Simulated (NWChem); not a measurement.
Species: SiH$_{2}$, singlet; SMILES [SiH2]

```xyz
3

Si     0.0000     0.0000     0.1809
H      1.0934     0.0000    -0.8898
H     -1.0934     0.0000    -0.8898
```
Atoms are numbered in this order, from 1.

Program: NWChem. Geometry optimised at B3LYP/6-31G*; all other runs use it. Pople sets run with spherical d functions. Low-valent species are run as closed-shell singlets; no triplet was tried in these runs.

```
quantity                                                            level  value
--------------------------------------------  ---------------------------  -----
−ε(HOMO) (eV)                                       BHandHLYP/aug-cc-pVDZ   7.81
vertical, lowest excitation, singlet (eV)     B3LYP/def2-SVPD, full TDDFT   2.36
J(29Si atom 1, 1H atom 2) (Hz)                                B3LYP/pcJ-1  -17.5
solvation free energy (kcal/mol) in methanol          B3LYP/def2-SVP, SMD   -2.3
orbital gap (eV)                                           PW91/def2-TZVP   1.81
dipole (D)                                                   B3LYP/6-31G*   0.43
highest harmonic frequency (cm⁻¹)                            B3LYP/6-31G*   2053
```
